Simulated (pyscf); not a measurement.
Thermochemistry of product channels of `[CH2]1[CH2][CH2]1` + `[O]` [triplet] on the triplet surface, in eV, from ωB97M-D3(BJ)/def2-TZVP energies (ideal gas, 1 atm, RRHO with modes under 100 cm⁻¹ raised to 100, one conformer, R ln 2 for rigid chiral ones). Single points on ωB97X-D3(BJ)/def2-SVP structures (PySCF, gas phase).

```
products                                            ΔE  ΔH(298 K)  ΔG(900 K)  ΔG(1200 K)
-----------------------------------------------  -----  ---------  ---------  ----------
`[CH]1[CH2][CH2]1` [doublet] + `[OH]` [doublet]  +0.43      +0.30      -0.15       -0.31
`[CH][CH2][CH2][OH]` [triplet]                   -1.15      -1.14      -0.43       -0.21
```

The channel to cyclic C₃H₅ (SMILES [CH]1CC1) [doublet] + OH• turns favourable between 298 and 1200 K (ΔG from +0.16 eV to -0.31 eV).

These are energies of the channels, which say nothing of barriers. cyclopropane lies 0.28 eV over its isomer H₂C=CH–CH₃, and others may lie lower still (electronic energy, ωB97M-D3(BJ)). cyclic C₃H₅ (SMILES [CH]1CC1) [doublet] lies 1.22 eV over its isomer •H₂C–CH=CH₂, and others may lie lower still (electronic energy, ωB97M-D3(BJ)). Left out: orbital degeneracy and the spin-orbit lowering of OH, O.
